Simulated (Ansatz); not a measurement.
# What a trial cell of Sb3C relaxes into

The calculation used DFT PBE, scalar-relativistic, plane waves, PAW (Ansatz 0.2.0). Cutoff 420 eV, Γ-centred k mesh, Gaussian smearing, no spin polarisation in the final step.

The start puts Sb3C on the TiAl3 (D0_22) structure type (I4/mmm, No. 139), with C in place of Ti, Sb in place of Al, at a guessed volume.

```xyz
4
Lattice="-2.1720 2.1720 4.8517 2.1720 -2.1720 4.8517 2.1720 2.1720 -4.8517" Properties=species:S:1:pos:R:3 pbc="T T T"
Sb    0.0000    0.0000    4.8517
Sb    2.1720    0.0000    2.4259
Sb    0.0000    2.1720    2.4259
C     0.0000    0.0000    0.0000
```

Steps on the 16×16×16 mesh (4 atoms). 6 of 7 steps are shown, and the free energy counts from the last. Trial steps that were taken back and renewals of the plane-wave basis can be among the rows.

| step | ΔF (meV/atom) | V (Å³/atom) | P (GPa) |
| --- | --- | --- | --- |
| 1 | 12.8 | 22.89 | -1.09 |
| 2 | 7.1 | 22.10 | 1.36 |
| 3 | 2.9 | 22.24 | 1.06 |
| 4 | 0.5 | 22.68 | 0.07 |
| 5 | 0.1 | 22.65 | 0.03 |
| 7 | 0.0 | 22.66 | 0.00 |

A final relaxation ran on a 16×16×16 mesh. The relaxed crystal, I4/mmm (No. 139):

```cif
data_structure
_symmetry_space_group_name_H-M 'I4/mmm'
_symmetry_Int_Tables_number 139
_cell_length_a 4.2030
_cell_length_b 4.2030
_cell_length_c 10.2602
_cell_angle_alpha 90.000
_cell_angle_beta 90.000
_cell_angle_gamma 90.000
_cell_volume 181.25
loop_
_atom_site_label
_atom_site_type_symbol
_atom_site_symmetry_multiplicity
_atom_site_Wyckoff_symbol
_atom_site_fract_x
_atom_site_fract_y
_atom_site_fract_z
_atom_site_occupancy
Sb1 Sb 2 b 0.50000 0.50000 0.00000 1
Sb2 Sb 4 d 0.50000 0.00000 0.25000 1
C1 C 2 a 0.00000 0.00000 0.00000 1
```

```
Volume per atom          : 22.66 Å³
Density                  : 6.91 g/cm³
Energy over the elements : 1.56 eV/atom
Gap on the 16×16×16 mesh : 0 eV (a metal)
```

The zero of energy is the elements' standard structures at the same level; no fitted shifts are applied.

The final run used a 16×16×16 mesh on its 4-atom cell and 0.10 eV smearing. The k mesh leaves about 4 meV/atom of noise in metals. Spin–orbit coupling is left out.

A structure relaxed within its symmetry needn't be a true minimum.